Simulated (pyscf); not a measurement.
Single points on ωB97X-D3(BJ)/def2-SVP structures (PySCF, gas phase).

**Question.** What is the homolytic dissociation enthalpy (298 K, ωB97M-D3(BJ)/def2-TZVP) of the S–Ta bond of `[SH][TaH]([Cl])([Cl])[Cl]`, to SH• + [Cl–TaH(Cl)–Cl]•?

**Answer.** S–Ta to SH• + [Cl–TaH(Cl)–Cl]•: 64.7 kcal/mol. The 7 functionals that were run give +62.7 (M06-2X) to +73.1 kcal/mol (ωB97X-D3(BJ)). The radicals are drawn with the spin at the cut bond; how far it spreads was not checked. Left out: the spin-orbit lowering of SH. Open-shell species with a d-block atom are single-reference here; other states, and whether the spin sits on metal or ligand, were not checked. Elements past Kr carry the def2 core potentials, without spin-orbit coupling.
